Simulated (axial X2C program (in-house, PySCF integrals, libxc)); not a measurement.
# Outer orbitals of B₂ at 1.517 Å, PBE0

All values were computed with an in-house relativistic program for diatomic molecules. Spin-free means the one-electron spin-free X2C Hamiltonian; two-component (2c) means X2C with spin–orbit coupling and atomic mean-field two-electron Coulomb and Gaunt terms, so the difference of the two also holds small scalar two-electron terms. Basis: B dyall-v3z [7s6p2d1f] (cores contracted in-house); Gaussian nuclei, density fitting, unrestricted open shells. Masses: B 11.009 u.

The distance is close to the 2c PBE0 minimum; the highest filled and lowest empty levels are listed.

Spin-free orbitals, state M_S = 2, Λ = 0 (beyond evenly filled blocks: 2 × σα, π+α, π-α) (Löwdin shares):

```
symmetry  occupied  ε (eV)          atomic character
      σα       yes  -15.78          76% B s, 21% B p
      σβ       yes  -12.73          68% B s, 29% B p
      σα       yes   -9.66          60% B p, 37% B s
      σα       yes   -7.36          78% B p, 20% B s
     π-α       yes   -7.30                   96% B p
     π+α       yes   -7.30                   96% B p
      σβ        no   -3.19  62% B p, 34% B s, 4% B d
     π+β        no   -2.60                   96% B p
     π-β        no   -2.60                   96% B p
      σβ        no   -1.35          61% B p, 38% B s
```

Spinors with spin–orbit coupling (state Ω = 2):

```tsv
ω	occupied	ε (eV)	atomic character	λ mixture
1/2	yes	-15.78	76% B s, 21% B p	100% σ
-1/2	yes	-12.73	68% B s, 29% B p	100% σ
1/2	yes	-9.66	60% B p, 37% B s	100% σ
1/2	yes	-7.36	78% B p, 20% B s	100% σ
-1/2	yes	-7.30	96% B p	100% π
3/2	yes	-7.30	96% B p	100% π
-1/2	no	-3.19	62% B p, 34% B s, 4% B d	100% σ
1/2	no	-2.60	96% B p	100% π
-3/2	no	-2.60	96% B p	100% π
-1/2	no	-1.35	61% B p, 38% B s	100% σ
```

Mulliken charges and populations of the two-component result (they depend on the basis, above all on diffuse functions):

B1 0.00 e (s 3.25 p 1.73 d 0.02), B2 0.00 e (s 3.25 p 1.73 d 0.02). ⟨Lz⟩ = 0.00 ħ and ⟨Sz⟩ = 2.00 ħ (1.00 and 1.00 on the two atoms), which add up to Ω.

The state is a single determinant with fixed occupations, the lowest that a limited PBE0 search found. Density functionals use the spin component along the axis (collinear). PBE0 can misorder states that lie within some tenths of an eV, so this need not be the ground state of the molecule. The nearest other spin-free determinant of the search, M_S = 1, Λ = 0, lies 0.61 eV up at the distance of the search. The spin of this state cannot come from the lowest atoms; the curve heads to a higher limit, and no De is given. With several unpaired electrons one determinant need not be a pure state. Open-shell Ω = 0 determinants with evenly filled partner blocks cannot be reached by this program, so the Ω shown need not be the lowest component.
